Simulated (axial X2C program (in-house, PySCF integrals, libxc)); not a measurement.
**Levels of BCl⁻ by electron attachment to BCl (EOM-EA-CCSD)**

Calculated with an in-house all-electron X2C program for linear molecules (integrals from PySCF): two-component X2C with atomic mean-field Coulomb and Gaunt terms, Gaussian nuclei, basis Cl dyall-av3z, B dyall-av3z with contracted cores.

R = 1.983 Å (1.150 times 1.724 Å, the PBE0 minimum at charge 0 for the lowest determinant).

Levels of BCl⁻ obtained by attaching an electron to BCl:

| Ω | binding energy (eV) | above lowest (cm⁻¹) | attached spinor | one-particle weight |
| --- | --- | --- | --- | --- |
| 1/2 | 0.186 | 0 | 80% B pπ, 9% Cl dπ | 0.94 |
| 3/2 | 0.184 | 17 | 80% B pπ, 9% Cl dπ | 0.94 |
| 1/2 | -0.789 | 7863 | 89% B pσ | 0.99 |
| 1/2 | -0.888 | 8657 | 84% B sσ, 6% Cl pσ | 0.99 |
| 3/2 | -0.969 | 9316 | 96% B pπ | 0.99 |
| 1/2 | -0.970 | 9318 | 96% B pπ | 0.99 |
| 1/2 | -2.450 | 21261 | 56% Cl pσ, 19% B pσ, 11% Cl dσ | 0.97 |

Negative binding energies belong to unbound states, resonances or levels that the basis set holds; within some tenths of an eV of zero the sign is not settled.

This point took 16 s on 1 thread of Intel(R) Xeon(R) Processor @ 2.30GHz (shared host).

Reference electrons by ω block (each with its −ω partner): 1/2: 9, 3/2: 2. 10 electrons of BCl correlated (inner shells frozen), 92 natural virtual spinors (a truncated set); levels can be off by some tenths of an eV. Roots sought by Ω: (1/2: 5, 3/2: 4, 5/2: 2, 7/2: 1); rows need 60 % one-particle weight and stop where some Ω has no more roots. Missing are any skipped roots, higher Ω and states of a further excitation; these come out far too high here and may in truth be low or lowest. T1 of the reference 0.019 (Lee–Taylor). Number of frozen shells: Cl 2 s, 1 p; B 1 s.
